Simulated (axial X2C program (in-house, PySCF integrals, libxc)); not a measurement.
# Excited states of AlO⁻ by EOM-EE-CCSD

Calculated with an axial X2C code built on PySCF integrals: two-component X2C with atomic mean-field Coulomb and Gaunt terms, Gaussian nuclei, basis Al dyall-av3z, O dyall-av3z with contracted cores.

R = 1.645 Å (near the PBE0 minimum at charge -1 of the determinant lowest at the starting distance; the state shown can have its own minimum elsewhere).

Hartree–Fock spinors of AlO⁻ (one of each Kramers pair; a window near the gap, which can cut inner shells):

```csv
ω,occupied,ε (eV),character
1/2,yes,-25.37,"74% O s, 9% Al p, 7% Al d"
1/2,yes,-7.10,"77% O p, 15% Al s, 3% O s"
1/2,yes,-4.69,"80% O p, 10% Al p, 6% Al d"
3/2,yes,-4.67,"80% O p, 10% Al p, 6% Al d"
1/2,yes,-2.74,"49% Al s, 28% Al p, 17% O p"
1/2,no,3.10,98% Al p
1/2,no,3.14,99% Al p
3/2,no,3.14,99% Al p
1/2,no,4.16,"92% Al s, 3% Al p, 2% Al d"
1/2,no,5.85,"58% Al d, 34% Al p, 8% O p"
3/2,no,5.85,"58% Al d, 34% Al p, 8% O p"
```

Vertical excitation energies from the closed-shell determinant state of AlO⁻:

```json
{"Ω": "0⁻", "excitation (eV)": "2.516", "cm⁻¹": "20290", "hole of the leading pair": "44% Al sσ, 27% Al pσ, 22% O pσ", "particle of the leading pair": "71% Al pπ, 18% Al dπ, 9% O pπ", "weight of the pair (for Ω = 0 its time-reversed partner can hold as much again)": "0.47", "singles weight": "0.95"}
{"Ω": "0⁺", "excitation (eV)": "2.516", "cm⁻¹": "20290", "hole of the leading pair": "44% Al sσ, 27% Al pσ, 22% O pσ", "particle of the leading pair": "71% Al pπ, 18% Al dπ, 9% O pπ", "weight of the pair (for Ω = 0 its time-reversed partner can hold as much again)": "0.48", "singles weight": "0.95"}
{"Ω": "1", "excitation (eV)": "2.518", "cm⁻¹": "20307", "hole of the leading pair": "44% Al sσ, 27% Al pσ, 22% O pσ", "particle of the leading pair": "71% Al pπ, 18% Al dπ, 9% O pπ", "weight of the pair (for Ω = 0 its time-reversed partner can hold as much again)": "0.47", "singles weight": "0.95"}
{"Ω": "2", "excitation (eV)": "2.520", "cm⁻¹": "20325", "hole of the leading pair": "44% Al sσ, 27% Al pσ, 22% O pσ", "particle of the leading pair": "71% Al pπ, 18% Al dπ, 9% O pπ", "weight of the pair (for Ω = 0 its time-reversed partner can hold as much again)": "0.95", "singles weight": "0.95"}
{"Ω": "1", "excitation (eV)": "2.990", "cm⁻¹": "24112", "hole of the leading pair": "42% Al sσ, 27% Al pσ, 25% O pσ", "particle of the leading pair": "69% Al pσ, 27% Al sσ", "weight of the pair (for Ω = 0 its time-reversed partner can hold as much again)": "0.94", "singles weight": "0.94"}
{"Ω": "0⁻", "excitation (eV)": "2.990", "cm⁻¹": "24113", "hole of the leading pair": "42% Al sσ, 27% Al pσ, 25% O pσ", "particle of the leading pair": "69% Al pσ, 27% Al sσ", "weight of the pair (for Ω = 0 its time-reversed partner can hold as much again)": "0.47", "singles weight": "0.94"}
{"Ω": "1", "excitation (eV)": "3.042", "cm⁻¹": "24533", "hole of the leading pair": "38% Al sσ, 30% O pσ, 26% Al pσ", "particle of the leading pair": "91% Al pπ", "weight of the pair (for Ω = 0 its time-reversed partner can hold as much again)": "0.46", "singles weight": "0.93"}
{"Ω": "0⁺", "excitation (eV)": "3.140", "cm⁻¹": "25326", "hole of the leading pair": "40% Al sσ, 27% O pσ, 26% Al pσ", "particle of the leading pair": "89% Al pσ, 8% Al sσ", "weight of the pair (for Ω = 0 its time-reversed partner can hold as much again)": "0.46", "singles weight": "0.93"}
{"Ω": "1", "excitation (eV)": "3.344", "cm⁻¹": "26971", "hole of the leading pair": "37% Al sσ, 30% O pσ, 26% Al pσ", "particle of the leading pair": "61% Al sσ, 25% Al pσ, 11% Al dσ", "weight of the pair (for Ω = 0 its time-reversed partner can hold as much again)": "0.60", "singles weight": "0.93"}
{"Ω": "0⁻", "excitation (eV)": "3.344", "cm⁻¹": "26971", "hole of the leading pair": "37% Al sσ, 30% O pσ, 26% Al pσ", "particle of the leading pair": "61% Al sσ, 25% Al pσ, 11% Al dσ", "weight of the pair (for Ω = 0 its time-reversed partner can hold as much again)": "0.30", "singles weight": "0.93"}
```

This point took 40 s on 1 thread of Intel(R) Xeon(R) Processor @ 2.30GHz, with other jobs on the host.

Reference electrons by ω block (each with its −ω partner): 1/2: 9, 3/2: 2. 10 electrons of AlO⁻ correlated (inner shells frozen), 88 natural virtual spinors (a truncated set); levels can be off by some tenths of an eV. Roots sought by Ω: (0: 5, 1: 4, 2: 3, 3: 1); rows need 60 % singles weight and stop where some Ω has no more roots. Missing are any skipped roots, higher Ω and states of a further excitation; these come out far too high here and may in truth be low or lowest. T1 of the reference 0.032 (Lee–Taylor). The highest Hartree–Fock level of the anion lies at -2.74 eV; relaxation, partly offset by correlation, puts the detachment threshold some tenths of an eV to over one eV lower in magnitude, and states above it are held by the basis set and are not bound. Number of frozen shells: Al 2 s, 1 p; O 1 s. Large amplitudes in the reference (orbital relaxation or multireference character) lower the reliability.
